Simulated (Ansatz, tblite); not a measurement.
# The cluster Li2Al+: rung by rung

One table from this session's results is given with a row withheld; the runs are named, their logs left out.

Program: Ansatz 0.2.0, Gaussian basis. Level of theory: as each input shows. These are calculated values, not measurements.

The runs, in order: GFN1-xTB, GFN2-xTB, PBE-D4/def2-TZVP, r2SCAN-D4/def2-TZVP, ωB97M-V/def2-TZVP, LDA/def2-TZVP, BHLYP-D4/def2-TZVP, ωB97X-V/def2-TZVP, r2SCANh-D4/def2-TZVP, PBE-D4/def2-SVP, PBE0-D4/def2-SVP, HF/STO-3G, CCSD(T)/def2-TZVPP, MP2/def2-TZVP, RPA/def2-TZVP.

1 further run of the same task is left out (set aside as unsound or not needed).

## The structure

The singlet was relaxed beforehand with PBE-D4/def2-TZVP. At that level it is the lowest of the isomers that a small search found.

3 atoms, charge 1, spin multiplicity 1.

Bond lengths: Al1–Li2 2.778 Å, Al1–Li3 2.778 Å. Angles: Li2–Al1–Li3 180.0°.

Coordinates:

```xyz
3

Al    0.0000    0.0000    0.0000
Li    2.4470   -0.6859    1.1225
Li   -2.4470    0.6859   -1.1225
```

The ion is computed in the gas phase, without counter-ions or solvent.

PBE0-D4/def2-TZVP was run before; its log isn't repeated, and its numbers join the tables.

Set-up of the first run:

Tight binding, by tblite at 300 K electronic temperature and without a spin-polarisation term:

```python
tblite.interface.Calculator('GFN1-xTB', numbers, positions, charge=1, uhf=0).singlepoint()
```

Tight binding, by tblite at 300 K electronic temperature and without a spin-polarisation term:

```python
tblite.interface.Calculator('GFN2-xTB', numbers, positions, charge=1, uhf=0).singlepoint()
```

start.molden holds the orbitals of an earlier run on this state, given as this run's starting guess.

File in.yaml:

```yaml
crystal:
  periodic: [false, false, false]
  atoms:
    - {symbol: Al, position_ang: [0.000025, 0.000027, -0.000047]}
    - {symbol: Li, position_ang: [2.446966, -0.685906, 1.122532]}
    - {symbol: Li, position_ang: [-2.447001, 0.685889, -1.122485]}
basis:
  gaussian: {orbitals: def2-TZVP, initial_orbitals: start.molden}
total_charge: 1
hamiltonian: {xc: pbe, dispersion: d4}
scf: {omitted_lower_state_checks: [starts]}
output: {forces: true, orbitals: {seedname: orbitals}}
```

Started as:

```bash
ansatz run in.yaml --threads 4 --pin off --events-out ev --progress --plain --max-ram 3916MiB
```

Steps of the session up to this table: PBE-D4/def2-TZVP; r2SCAN-D4/def2-TZVP; ωB97M-V/def2-TZVP; LDA/def2-TZVP; BHLYP-D4/def2-TZVP; ωB97X-V/def2-TZVP; r2SCANh-D4/def2-TZVP; PBE-D4/def2-SVP; PBE0-D4/def2-SVP; HF/STO-3G; CCSD(T)/def2-TZVPP; MP2/def2-TZVP; RPA/def2-TZVP.

One of the session's tables, all rows but one given; the rest of the session is left out.

```
               level  HOMO (eV)  LUMO (eV)  gap (eV)
           HF/STO-3G      -9.01      -1.74      7.27
       LDA/def2-TZVP      -7.65      -6.55      1.11
     PBE-D4/def2-SVP      -7.60      -6.42      1.19
    PBE-D4/def2-TZVP      -7.63      -6.44      1.19
 r2SCAN-D4/def2-TZVP      -7.61      -6.20      1.41
r2SCANh-D4/def2-TZVP      -7.89      -5.94      1.95
    PBE0-D4/def2-SVP      -8.30      -5.65      2.66
   PBE0-D4/def2-TZVP      -8.33      -5.67      2.65
  BHLYP-D4/def2-TZVP      -8.90      -4.83      4.07
   ωB97X-V/def2-TZVP          ?          ?         ?
   ωB97M-V/def2-TZVP      -9.85      -3.95      5.90
```

Q: Estimate the row for ωB97X-V/def2-TZVP from the others.

As computed: HOMO (eV): -10.15; LUMO (eV): -3.73; gap (eV): 6.42. In the column «HOMO (eV)» it is the lowest.
